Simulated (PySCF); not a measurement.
C4H12NO (charge +1).
SMILES: `CCOC[NH2+]C`

Torsions of this conformer, `[CH3:1][CH2:2][O:3][CH2:4][NH2+:5][CH3:6]`: C1–C2–O3–C4 179°, C2–O3–C4–N5 179°, O3–C4–N5–C6 179°.

The closed-shell ground state was solved at several levels (PySCF, density fitting, gas phase, non-relativistic). Geometry: PBE0-D3(BJ)/def2-SVP, one conformer, isolated ion.

| level | basis functions | total energy (Eh) | HOMO (eV) | LUMO (eV) | gap (eV) |
| --- | --- | --- | --- | --- | --- |
| B3LYP/pcJ-1 | 282 | -289.3943 | -12.07 | -4.55 | 7.52 |
| CAM-B3LYP/def2-SVPD | 219 | -289.0316 | -13.81 | -3.63 | 10.18 |

Q: What might PBE0/pcSseg-1 (162 basis functions) give for the same quantities?

A: Total energy -288.9955 Eh, HOMO -12.30 eV, LUMO -4.19 eV, gap 8.11 eV.

Q: Over all these levels, which gives the widest orbital gap and which the narrowest?

A: CAM-B3LYP/def2-SVPD (range-separated hybrid) has the widest, 10.18 eV, and B3LYP/pcJ-1 (global hybrid, 20 % exact exchange) the narrowest, 7.52 eV. Functional and basis both differ between the two, so the spread mixes both effects.
